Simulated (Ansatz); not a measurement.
C4H4F2, SMILES `C=C(F)C(=C)F`. Total charge 0; spin multiplicity 1. The structure was optimised at the PBE0-D4/def2-TZVP level. It is one conformer, not always the lowest.

```xyz
10

C    -1.383   -0.810    0.925
C    -0.271   -0.143    0.661
F     0.485    0.349    1.649
C     0.271    0.143   -0.661
C     1.383    0.811   -0.925
F    -0.486   -0.348   -1.649
H    -1.700   -0.970    1.946
H    -1.979   -1.200    0.113
H     1.700    0.970   -1.946
H     1.980    1.199   -0.113
```

(1) What is the dipole moment at PBE/def2-TZVPP? (An estimate is asked.)

(2) Give the Mulliken charges with PBE, B3LYP, ωB97M-V in def2-TZVPP. (An estimate is asked.)

Answers

(1) Computed: 0.00 D, zero by symmetry or nearly so.

(2) The calculation gave: 
| atom | PBE | B3LYP | ωB97M-V |
| --- | --- | --- | --- |
| C1 | -0.24 | -0.26 | -0.24 |
| C2 | 0.18 | 0.22 | 0.20 |
| F3 | -0.16 | -0.21 | -0.20 |
| C4 | 0.18 | 0.22 | 0.20 |
| C5 | -0.24 | -0.26 | -0.24 |
| F6 | -0.16 | -0.21 | -0.20 |
| H7 | 0.10 | 0.12 | 0.11 |
| H8 | 0.11 | 0.13 | 0.12 |
| H9 | 0.10 | 0.12 | 0.11 |
| H10 | 0.11 | 0.13 | 0.12 |

B3LYP here is the variant with VWN-RPA as its local correlation; programs differ in this.
